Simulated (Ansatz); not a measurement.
**How methods differ on CH4Si (SMILES C[SiH])**

The species is CH4Si (6 atoms), meant as a singlet with charge 0. SMILES: `C[SiH]`. The shape is that of a PBE0-D4/def2-TZVP optimisation.

```xyz
6

C    -0.0935   -0.3660   -0.3703
Si    0.9173    0.2098    1.1223
H    -1.1569   -0.4101   -0.1022
H     0.2150   -1.3356   -0.7630
H    -0.0240    0.3820   -1.1708
H     0.1422    1.5200    1.2840
```

Quantity: the energy change with the C1–H5 bond stretched from 1.098 to 1.372 Å, in eV. The values are calculated.

```json
{"level": "PBE/STO-3G (restricted)", "kind": "GGA", "program": "Ansatz", "value (eV)": "0.86", "less FCI/STO-3G": "+0.01", "CPU time (all runs)": "1.7 s"}
{"level": "r2SCAN/STO-3G (restricted)", "kind": "meta-GGA", "program": "Ansatz", "value (eV)": "0.95", "less FCI/STO-3G": "+0.10", "CPU time (all runs)": "3.8 s"}
{"level": "B3LYP/STO-3G (restricted)", "kind": "global hybrid", "program": "Ansatz", "value (eV)": "0.93", "less FCI/STO-3G": "+0.08", "CPU time (all runs)": "1.8 s"}
{"level": "CAM-B3LYP/STO-3G (restricted)", "kind": "range-separated hybrid", "program": "Ansatz", "value (eV)": "0.99", "less FCI/STO-3G": "+0.14", "CPU time (all runs)": "2 s"}
{"level": "RPA@PBE/STO-3G (restricted)", "kind": "RPA", "program": "Ansatz", "value (eV)": "0.81", "less FCI/STO-3G": "-0.04", "CPU time (all runs)": "2.5 s"}
{"level": "MP2/STO-3G (restricted)", "kind": "perturbation theory", "program": "Ansatz", "value (eV)": "0.98", "less FCI/STO-3G": "+0.13", "CPU time (all runs)": "0.17 s"}
{"level": "CCSD(T)/STO-3G (restricted)", "kind": "coupled cluster or CI", "program": "Ansatz", "value (eV)": "0.85", "less FCI/STO-3G": "0.00", "CPU time (all runs)": "0.22 s"}
{"level": "CCSDT(Q)/STO-3G (restricted)", "kind": "coupled cluster or CI", "program": "Ansatz", "value (eV)": "0.85", "less FCI/STO-3G": "0.00", "CPU time (all runs)": "0.4 s"}
{"level": "FCI/STO-3G", "kind": "exact in the basis", "program": "Ansatz", "value (eV)": "0.85", "less FCI/STO-3G": "0.00", "CPU time (all runs)": "7.2 s"}
```

FCI/STO-3G is exact within its basis and frozen core, so for wave-function methods in that basis the difference is their error; functionals converge differently with the basis, so for them it is only a difference. The first shape isn't each level's own minimum. The values span 0.81 to 0.99 eV. All rows use very small basis sets, so none should be taken for the real molecule's value. Times are those of the runs behind each value, whatever else they computed, on shared processors of several kinds: orders of magnitude only.
